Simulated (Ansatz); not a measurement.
Geometry optimisation, RKS B3LYP-D4/def2-SVP (Ansatz).

The input (input.yaml):

```yaml
crystal:
  periodic: [false, false, false]
  atoms:
    - { symbol: Al, position_ang: [-1.336814, 0.297561, -0.362215] }
    - { symbol: O, position_ang: [1.699951, 1.05609, -0.757028] }
    - { symbol: H, position_ang: [-1.489767, -0.250862, -1.847889] }
    - { symbol: H, position_ang: [-2.148916, 1.574058, 0.110904] }
    - { symbol: H, position_ang: [1.618766, 0.375537, -0.069283] }
    - { symbol: C, position_ang: [-0.241045, -0.735186, 0.910012] }
    - { symbol: H, position_ang: [1.995512, 0.570895, -1.541503] }
    - { symbol: H, position_ang: [0.51339, -1.362779, 0.403684] }
    - { symbol: H, position_ang: [0.262233, -0.094592, 1.658349] }
    - { symbol: H, position_ang: [-0.873211, -1.430721, 1.49507] }
basis:
  gaussian: { orbitals: def2-SVP }
hamiltonian:
  xc: b3lyp
  dispersion: d4
relax:
  f_tol: 0.03
  max_steps: 50
```

Run as:

```bash
$ ansatz run input.yaml --threads 2 --pin off --max-ram 3072MiB --backend cpu --events-out ev --progress --plain --runs-dir out
```

Task: Where does it end, and by what steps?

Result: It converged. After 9 steps the energy has fallen by 0.707 eV; H7 moved furthest, 0.70 Å. Joined: Al1–O2.

```csv
step,energy less start (eV),largest force component (eV/Å),accepted
0,0.0000,0.434,yes
1,-0.0818,1.595,yes
2,-0.2359,1.319,yes
3,-0.4959,0.856,yes
4,-0.6169,1.001,yes
5,-0.6765,0.404,yes
6,-0.6983,0.166,yes
7,-0.7000,0.193,yes
8,-0.7063,0.076,yes
9,-0.7066,0.014,yes
```

```xyz
10
Properties=species:S:1:pos:R:3
Al -0.793 0.338 -0.407
O 1.069 1.069 -0.864
H -1.049 -0.282 -1.866
H -1.593 1.658 -0.007
H 1.763 0.812 -0.237
C -0.259 -0.900 1.047
H 1.367 0.800 -1.747
H 0.427 -1.701 0.716
H 0.216 -0.385 1.903
H -1.148 -1.409 1.461
```

Whether the end is a true minimum wasn't checked by a vibrational analysis.

The run took 13 s on 2 threads of Intel(R) Xeon(R) Platinum 8375C CPU @ 2.90GHz (Ice Lake) (shared host), peak memory 0.17 GiB.
